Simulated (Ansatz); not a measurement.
Dissociation curve of CH, doublet.

Levels of theory: UKS-PBE = unrestricted PBE/aug-cc-pVTZ run with Ansatz (a program for electronic structure); UKS-CAM-B3LYP = unrestricted CAM-B3LYP/aug-cc-pVTZ (Ansatz); FCI = full CI/aug-cc-pVTZ, frozen core run with Ansatz.

Energies relative to the lowest point of each curve near equilibrium, in kJ/mol; the last columns give the error against full CI:

| R / Å | UKS-PBE | UKS-CAM-B3LYP | FCI | UKS-PBE − FCI | UKS-CAM-B3LYP − FCI |
|---|---|---|---|---|---|
| 0.90 | 111.2 | 103.0 | 105.6 | 5.6 | -2.6 |
| 0.94 | 69.7 | 62.9 | 64.8 | 4.9 | -1.9 |
| 1.00 | 29.1 | 24.4 | 25.5 | 3.6 | -1.1 |
| 1.05 | 10.3 | 7.3 | 8.0 | 2.3 | -0.7 |
| 1.07 | 5.7 | 3.5 | 4.0 | 1.8 | -0.5 |
| 1.13 | 0.0 | 0.0 | 0.0 | 0.0 | 0.0 |
| 1.16 | 0.8 | 1.9 | 1.7 | -0.9 | 0.3 |
| 1.20 | 4.7 | 7.5 | 6.8 | -2.2 | 0.7 |
| 1.24 | 11.2 | 15.8 | 14.6 | -3.4 | 1.1 |
| 1.28 | 19.9 | 26.2 | 24.5 | -4.6 | 1.7 |
| 1.37 | 44.6 | 54.9 | 51.5 | -6.9 | 3.4 |
| 1.53 | 97.9 | 115.3 | 107.0 | -9.0 | 8.3 |
| 1.71 | 160.5 | 185.2 | 167.9 | -7.4 | 17.3 |
| 1.87 | 212.6 | 239.8 | 214.9 | -2.2 | 24.9 |
| 1.99 | 247.8 | 270.5 | 244.5 | 3.4 | 26.1 |
| 2.21 | 296.5 | 306.8 | 285.6 | 10.8 | 21.1 |
| 2.49 | 328.8 | 330.4 | 316.9 | 12.0 | 13.6 |
| 2.80 | 344.0 | 342.5 | 333.1 | 11.0 | 9.5 |
| 3.03 | 349.0 | 347.1 | 338.6 | 10.4 | 8.5 |
| 3.37 | 352.3 | 350.6 | 342.4 | 9.9 | 8.2 |
| 3.95 | 354.0 | 352.8 | 344.4 | 9.6 | 8.4 |
| 4.58 | 354.4 | 353.4 | 344.9 | 9.6 | 8.5 |

UKS-PBE is furthest from FCI at 2.49 (12.0 kJ/mol, above); its mean absolute error over the points is 6.0 kJ/mol.

UKS-CAM-B3LYP is furthest from FCI at 1.99 (26.1 kJ/mol, above); its mean absolute error over the points is 7.6 kJ/mol.

The unrestricted determinant behind UKS-PBE is spin-contaminated at 0.90 to 1.07, 2.21 to 4.58 Å (<S²> up to 1.8, against 0.75 for a pure doublet). The unrestricted determinant behind UKS-CAM-B3LYP is spin-contaminated at 1.87 to 4.58 Å (<S²> up to 1.8, against 0.75 for a pure doublet).
